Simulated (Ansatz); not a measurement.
# CHAlN (doublet): from Hartree-Fock to the top rungs, def2-TZVPP

The task here is to estimate one member of a computed series from the others.

Computed with Ansatz 0.2.0, Gaussian basis. Level: def2-TZVPP, core rule «outside noble gas», up to 7 orbitals frozen.

Plan: UHF; ROHF; CCSD(T) on UHF.

**The system**

The geometry is a PBE0/def2-TZVP stationary point (not a proven minimum) of the parent state, kept for this charge and spin.

4 atoms, charge 0, spin multiplicity 2.

Atoms are counted from 1 here; the program's logs count them from 0.

Bond lengths: Al1–N2 1.818 Å, Al1–H4 1.595 Å, N2–C3 1.194 Å. Angles: N2–Al1–H4 111.0°, Al1–N2–C3 170.0°.

Coordinates:

```xyz
4

Al    0.00000   -0.11179    1.12142
N     0.00000    0.09797   -0.68471
C     0.00000    0.02767   -1.87685
H     0.00000    1.30130    1.86028
```

The first run:

The input, in.yaml:

```yaml
crystal:
  periodic: [false, false, false]
  atoms:
    - {symbol: Al, position_ang: [0.000000, -0.111786, 1.121424]}
    - {symbol: N, position_ang: [0.000000, 0.097969, -0.684708]}
    - {symbol: C, position_ang: [0.000000, 0.027668, -1.876852]}
    - {symbol: H, position_ang: [0.000000, 1.301302, 1.860276]}
basis:
  gaussian: {orbitals: def2-TZVPP}
magnetization: {spin_polarized: true, initial_magnetization: 1}
hamiltonian: {xc: hf}
output: {orbitals: {seedname: orbitals}}
```

Run with:

```sh
$ ansatz run in.yaml --threads 1 --pin off --events-out ev --progress --plain --max-ram 4096MiB --backend cpu
```

Steps of the session up to this table: UHF; ROHF; CCSD(T) on UHF.

One of the session's tables, all rows but one given; the rest of the session is left out.

It belongs to the step «Misses and costs». 

| method | from UCCSD(T) (kcal/mol) |
| --- | --- |
| ROHF | +257.54 |
| UHF | +256.81 |
| UMP2 | ? |
| UCCSD | +12.60 |
| UCCSD(T) | 0 |

**Question.** Estimate the row for UMP2.

As computed: from UCCSD(T) (kcal/mol): +22.59. In the column «from UCCSD(T) (kcal/mol)» it lies between UCCSD (+12.60) and UHF (+256.81).
